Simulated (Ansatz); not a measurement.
A made-up structure of CH3AlN, doublet:

| atom | x (Å) | y (Å) | z (Å) |
| --- | --- | --- | --- |
| N1 | -0.6055 | -1.7554 | 0.2909 |
| C2 | -0.2252 | -0.6267 | 0.1092 |
| Al3 | 0.2072 | 1.2183 | -0.0621 |
| H4 | -0.1419 | -2.5931 | -0.0642 |
| H5 | 0.1978 | -1.3526 | -0.5372 |
| H6 | 1.1607 | 1.8057 | 1.0479 |

It is relaxed with PBE-D4/def2-SVP and then PBE0-D4/def2-TZVP (Ansatz 0.2.0). Atoms count as bonded within 1.22 times the sum of their covalent radii (H–H: 0.88 Å). The end point is not checked to be a true minimum.

(1) Does its bonding change? (Judge from chemistry; the calculation decides.)

## Answers

(1) The calculation gives: Yes. Formed: N1–Al3; broken: N1–H5.

Where it ends: The first stage lowers the energy by 4.30 eV in 20 steps. It ends as CH₃AlN ([CH]1[NH][AlH]1):
| atom | x (Å) | y (Å) | z (Å) |
| --- | --- | --- | --- |
| N1 | -0.4072 | -1.1118 | 0.3823 |
| C2 | 0.3479 | -0.8212 | -0.6150 |
| Al3 | -0.2600 | 0.8400 | 0.2500 |
| H4 | -0.6237 | -2.0683 | 0.6586 |
| H5 | 0.8018 | -1.5949 | -1.2415 |
| H6 | 0.7344 | 1.4524 | 1.3500 |

Labels in which every atom is bracketed show which atoms are joined, not bond orders.

For scale, one of the runs: PBE0-D4/def2-TZVP relaxation, 117 basis functions, launched by `ansatz run in.yaml --threads 2 --pin off --events-out ev --progress --plain --max-ram 4352MiB`. Hardware: 2 CPU threads of an Arm Neoverse V2, shared host. Wall time about 24 s.
